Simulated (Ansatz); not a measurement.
# Worked example: correlation energy of HSi–AsH₂, triplet

Geometry: that of the HSi–AsH2, singlet, kept fixed.

```xyz
5

Si   -0.0425    0.0961    1.7013
As    0.0397   -0.0184   -0.6352
H     0.0268   -1.4266    1.7640
H    -0.9982   -1.0753   -0.9439
H    -0.7910    1.1908   -1.0096
```

Basis cc-pVDZ; Ansatz 0.2.0. Correlated methods freeze the noble-gas cores and the filled d shells of p-block atoms, which leaves 12 electrons in 41 orbitals. R marks a restricted (for open shells ROHF) determinant, U an unrestricted one. No spin–orbit coupling is included, and no scalar relativity.

Full CI isn't at hand for all of this; UCCSDT(Q) serves as the reference, and is uncertain by the last step of the cluster series or more.

UCCSD has a T1 diagnostic of 0.026 and a largest doubles amplitude of 0.04.

Runs differ by some tens of microhartree through their thresholds and, for an open shell, their frozen cores, so steps under 0.03 kcal/mol mean nothing.

| level | total energy (hartree) |
| --- | --- |
| UHF | -2524.760446 |
| UMP2 | -2524.939765 |
| UCCSD | -2524.979387 |
| UCCSD(T) | -2524.986165 |
| UCCSDT | -2524.987500 |
| UCCSDT(Q) | -2524.987889 |

Question: What is the correlation energy at UCCSDT(Q), and what share of it do UMP2 and UCCSD recover?

Answer: E(corr) = -2524.987889 − (-2524.760446) = -0.227443 hartree = -6.189 eV. UMP2: -0.179319 / -0.227443 = 78.84 %. UCCSD: -0.218941 / -0.227443 = 96.26 %.

Question: By how many kcal/mol does UCCSD(T) miss UCCSDT(Q) (1 hartree = 627.509 kcal/mol), and which steps make up the rest?

Answer: -2524.986165 − (-2524.987889) = 0.001724 hartree = 1.08 kcal/mol. Steps: UCCSDT − UCCSD(T) = -0.84, UCCSDT(Q) − UCCSDT = -0.24 kcal/mol. Differences between like states or geometries often cancel part of this.
